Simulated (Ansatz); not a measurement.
A run of Ansatz (development build ahead of 0.2.0) on singlet N₂O at this shape:

```xyz
3

N     0.0436   -0.0227   -1.2037
N    -0.0394    0.0049   -0.0379
O    -0.0400    0.0017    1.0748
```

Its results:

```yaml
Converged: yes
Reference_energy: -183.74202 hartree
Correlation_energy: -0.64776 hartree
Total_energy: -184.38979 hartree
Spin_squared_of_the_determinant: 0.000
```

Question: Which input gives this output? Name the method, the orbitals and the basis set, and write the input.

Answer: RHF-MP2 in def2-TZVP. An unrestricted run that stays on the closed shell gives the same numbers.

```yaml
crystal:
  periodic: [false, false, false]
  atoms:
    - { symbol: "N", position_ang: [0.04357, -0.02266, -1.20367] }
    - { symbol: "N", position_ang: [-0.03943, 0.00493, -0.03794] }
    - { symbol: O, position_ang: [-0.04001, 0.00167, 1.0748] }
basis:
  gaussian: { orbitals: def2-TZVP }
hamiltonian:
  xc: hf
correlation:
  method: mp2
  frozen_orbitals: { "N": 1, O: 1 }
```
